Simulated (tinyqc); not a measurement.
Worked calculation: MP2 on RHF in the sto-3g basis, frozen core, for H2O, spin multiplicity 1. One step of it, computed by the program tinyqc.

Task: Orthogonalisation. S = U s U^T; canonical form X = U s^(-1/2), so that X^T S X = 1. Each column of U has its largest component positive (the first on a tie).

overlap S, lower triangle:
```
           1O 1s     1O 2s    1O 2px     1O 2py    1O 2pz     2H 1s     3H 1s
1O 1s   1.000000
1O 2s   0.236704  1.000000
1O 2px  0.000000  0.000000  1.000000
1O 2py  0.000000  0.000000  0.000000   1.000000
1O 2pz  0.000000  0.000000  0.000000   0.000000  1.000000
2H 1s   0.043938  0.419917  0.000000   0.293532  0.211995  1.000000
3H 1s   0.043938  0.419917  0.000000  -0.293532  0.211995  0.193617  1.000000
```

Give: eigenvalues of S; X.

Result:

eigenvalues of S: 0.3991  0.4769  0.8890  1.0000  1.0929  1.3294  1.8126

X:
```
              1        2        3       4        5        6       7
1O 1s   -0.3308   0.0000   0.7436  0.0000  -0.6143   0.0000  0.1698
1O 2s    1.0966   0.0000  -0.2848  0.0000  -0.2934   0.0000  0.4419
1O 2px   0.0000   0.0000   0.0000  1.0000   0.0000   0.0000  0.0000
1O 2py   0.0000   0.9001   0.0000  0.0000   0.0000   0.6793  0.0000
1O 2pz   0.4878   0.0000   0.6570  0.0000   0.6418   0.0000  0.1981
2H 1s   -0.6914  -0.8020  -0.1720  0.0000   0.1407   0.3812  0.3797
3H 1s   -0.6914   0.8020  -0.1720  0.0000   0.1407  -0.3812  0.3797
```
